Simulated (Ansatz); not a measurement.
A geometry relaxed with PBE-D3(BJ)/def2-SVP (Ansatz, a program for electronic structure), charge 0, multiplicity 2:

```xyz
3

H      0.8040    -0.2190     0.0000
N     -0.0028     0.4482     0.0000
H     -0.8012    -0.2292     0.0000
```

Task: Write the SMILES of this molecule.

Result: `[NH2]`
